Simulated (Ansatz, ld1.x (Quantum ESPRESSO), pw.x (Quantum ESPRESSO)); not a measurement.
## Mg (Z = 12): one change to the ultrasoft potential, in the atom and in the bcc crystal

ld1.x (Quantum ESPRESSO) 7.5 input, shortened:

```
&input
   title='Mg', zed=12., rel=1, dft='PW', iswitch=3,
   config='[Ne] 3s2 3p0 3d-2'
 /
 &inputp
   pseudotype=3, tm=.true., lloc=-2, rcloc=2.60,
   nlcc=.true., new_core_ps=.true., rcore=2.35
 /
5
3S  1  0   2.00   0.00  2.00  2.45  0.0
3S  1  0   0.00   0.15  2.00  2.45  0.0
3P  2  1   0.00   0.00  2.75  3.60  0.0
3P  2  1   0.00   0.65  2.75  3.60  0.0
3D  3  2  -2.00   0.35  2.75  3.25  0.0
 &test
   configts(1)='3s2 3p0'
 /
```

Change: all radii but the core radius scaled by about 1.06 (s 2.60, p 3.82, d 3.46 bohr, rcut 2.12/2.92/2.92); local potential all-electron potential smoothed inside 2.76 bohr (lloc = -2).

Cutoffs, loose and tight: the cutoffs (Ry, on a coarse ladder) from which the occupation-weighted sum of valence levels, in a spherical-Bessel basis at the reference potential, stays within 10 and 1 mRy of its value at 400 Ry. They do not see the model core or the augmentation charge, which bear on the density cutoff. Test errors are all-electron minus pseudo excitation energies from the reference, over the configurations 3s1 3p0; 3s1.5 3p0; 3s1 3p1; 3s0 3p2; 3s0 3p1 (two spin-polarised tests are not counted in the largest error); variants that change the core or the reference have their own tests.

Crystal test: bcc Mg in pw.x 7.5, no spin, 13³ k-points, Fermi–Dirac smearing 0.01 Ry, cutoffs set for each file from its atomic test. The reference is all-electron LAPW (Ansatz 0.2.0) with the same functional, mesh and smearing; V0 and B0 come from Birch–Murnaghan fits to the pressures at five volumes. Errors are pseudo minus all-electron; Δ is the rms difference of the E(V) curves that follow from these fits, minima aligned, over ±6 % about the mean V0. Mesh and smearing are coarse, so the numbers serve the comparison and aren't converged zero-temperature values; the lattice is a test structure that the element need not adopt.

All-electron: a0 = 3.513 Å (V0 = 21.67 Å³/atom), B0 = 38.2 GPa.

Q: Does the change bring the crystal closer to the all-electron result?

A: The mean pressure error goes from +0.02 to +0.12 GPa, so the change moves the solid further from the all-electron pressures.

```csv
quantity,base,changed
outcome (atom),generated,generated
"cutoff, loose (atom)",6 Ry,6 Ry
"cutoff, tight (atom)",6 Ry,6 Ry
bound ghosts (atom),none,none
largest test error (meV) (atom),+5.4,+7.0
cutoffs in pw.x (Ry),40/600,40/600
a0 (Å),3.513,3.516
a0 error (%),+0.02,+0.11
B0 error (%),-0.7,-0.4
Δ (meV/atom),0.1,0.6
mean pressure error (GPa),+0.02,+0.12
```

Base: The largest radius (3.60 bohr) exceeds half the bond length (2.87 bohr), so the spheres overlap, which is one possible source of error among others. Changed file: The largest radius (3.82 bohr) exceeds half the bond length (2.87 bohr), so the spheres overlap, which is one possible source of error among others. The atomic cutoffs weigh occupied waves only.
